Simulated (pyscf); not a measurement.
Single points on ωB97X-D3(BJ)/def2-SVP structures (PySCF, gas phase).

Problem. Estimate by transition-state theory the rate constant of HS–GaH₂ + H₂S → HS–GaH–SH + hydrogen (H₂) (singlet surface; Ga–H, H–S broken, Ga–S, H–H formed) at 298 K, with ωB97M-D3(BJ)/def2-TZVP energies (ideal gas, 1 atm, RRHO with modes under 100 cm⁻¹ raised to 100, one conformer, R ln 2 for chiral ones without a mode under 150 cm⁻¹; no tunnelling).

Solution. The electronic barrier is 15.7 kcal/mol and the thermal terms add +9.8, so ΔG‡ = 25.5 kcal/mol. With k_BT/h = 6.21e+12 s⁻¹ and RT = 0.592 kcal/mol, and a volume of 4.06e-20 cm³ per molecule at 1 atm, k = 4.9e-26 cm³ molecule⁻¹ s⁻¹. Wigner's tunnelling factor for 1303i cm⁻¹ would be 2.65, likely too low at so high a frequency. A shift of 1 kcal/mol in the barrier changes k by a factor 5.4. On the reactant side the descent ends in an adduct with a Ga–S contact (not fully relaxed), 12.5 kcal/mol under the separated species and 24.4 kcal/mol under the saddle at ωB97X-D3(BJ)/def2-TZVP. What is counted as formed (Ga–S) is already present as a longer contact in the reactant adduct; forming that adduct is a step of its own. At ωB97X-D3(BJ)/def2-TZVP the barrier from the zero used here is 11.9 kcal/mol. This is the saddle that the search found; another between the same sides may lie lower. Elements up to Kr have no core potential and no relativistic terms here.
